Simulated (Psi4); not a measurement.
This Psi4 input (PBE/def2-TZVPP) gives -399.22787 Eh with 70 basis functions.

```
memory 8100 MB

molecule {
0 1
S     0.00184013    0.00030176    0.10309296
H    -0.00752722    0.96781232   -0.82771199
H    -0.02191490   -0.97264043   -0.82177540
}

set {
  basis def2-tzvpp
  scf_type df
}

energy('pbe')
print_variables()
```

Change:
```diff
- basis def2-tzvpp
+ basis 6-31+g*
```

What does the run give now?

-399.18824 Eh (PBE/6-31+G*, 27 functions), a change of +39.63 mEh.
